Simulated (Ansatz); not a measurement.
The first iterations of a band of CH3F + H2N (8 atoms, charge 0, multiplicity 2).

Method: Ansatz 0.2.0, UKS r2SCANh/def2-SVP.

* movable images: 7
* climbing image: yes
* spring: 5.0 eV/Å²
* optimiser: quadratic models (default)
* start path: through a guess of the saddle point
* force threshold: 0.03 eV/Å
* iteration limit: 60
* end points: relaxed

First end point:

```xyz
8
Properties=species:S:1:pos:R:3
H -0.422 -0.702 0.625
C -1.263 -0.289 0.052
F -0.775 0.618 -0.867
N 1.992 0.115 0.280
H -1.790 -1.095 -0.480
H -1.963 0.222 0.729
H 1.332 0.568 -0.373
H 2.888 0.563 0.034
```

Last end point:

```xyz
8
Properties=species:S:1:pos:R:3
H 0.905 0.698 -0.262
C -1.700 -0.273 0.039
F -1.393 0.994 -0.269
N 1.503 -0.096 -0.036
H -0.834 -0.910 0.228
H -2.703 -0.410 0.445
H 2.100 -0.232 -0.850
H 2.122 0.227 0.706
```

| iteration | highest image above the first end (eV) | largest band force component (eV/Å) |
| --- | --- | --- |
| 1 | 4.172 | 23.101 |
| 2 | 0.467 | 2.440 |
| 3 | 0.438 | 1.694 |
| 4 | 0.399 | 0.962 |
| 5 | 0.271 | 2.050 |
| 6 | 0.199 | 1.344 |
| 7 | 0.169 | 0.678 |

Does the band converge within its limit, and where does its top end?

It converged. It ended after 21 iterations with the highest image 0.405 eV above the first end. The profile has 2 maxima (images 3, 6) with wells between them (image 4): this band takes more than one step, which may be the mechanism or a detour left from its start path. A vibrational analysis at the climbing image gives one clearly imaginary mode, 1559i cm⁻¹: a first-order saddle point.

Run time: 8.5 min on 2 threads of Arm Neoverse N1, with other jobs on the host, peak memory 0.19 GiB.
